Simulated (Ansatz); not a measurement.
What a trial cell of Y₃F₂ relaxes into

Method: DFT PBE, scalar-relativistic, plane waves, PAW in Ansatz 0.2.0. Cutoff 420 eV, Γ-centred k mesh, Gaussian smearing, no spin polarisation in the final step.

This is the end of a relaxation of cell and atoms.

```
Y F
1.0
     1.84138    1.06312    8.75786
    -1.84138    1.06312    8.75786
     0.00000   -2.12624    8.75786
Y F
3 2
Direct
  0.00000 0.00000 0.00000
  0.21906 0.21906 0.21906
  0.78094 0.78094 0.78094
  0.39721 0.39721 0.39721
  0.60279 0.60279 0.60279
```

Energies over the elements count from the elements' standard structures at the same level (F₂ as a molecule), with no empirical corrections.

Question: What space group does it have?

Answer: R-3m (No. 166). Conventional cell: a = 3.683 Å, c = 26.274 Å. Y on Wyckoff site a (1 atom of the primitive cell) has 6 F at 2.71 Å; Y on Wyckoff site c (2 atoms of the primitive cell) has 3 F at 2.50 Å; around F lie 3 Y at 2.50 Å and 3 Y at 2.71 Å.

Question: How far does it lie from the elements in energy?

Answer: -1.73 eV/atom.

Question: Is it a metal?

Answer: Yes, bands cross the Fermi level on the 12×12×12 mesh.

The final run used a 12×12×12 mesh on its 5-atom cell and 0.10 eV smearing. The k mesh leaves about 4 meV/atom of noise in metals. The cell came from a trial start, so Y₃F₂ may not exist in this structure.

Cost: 3 runs of about 7.1 core-minutes in all, on Intel Xeon Platinum 8259CL (Skylake/Cascade Lake) (shared hosts).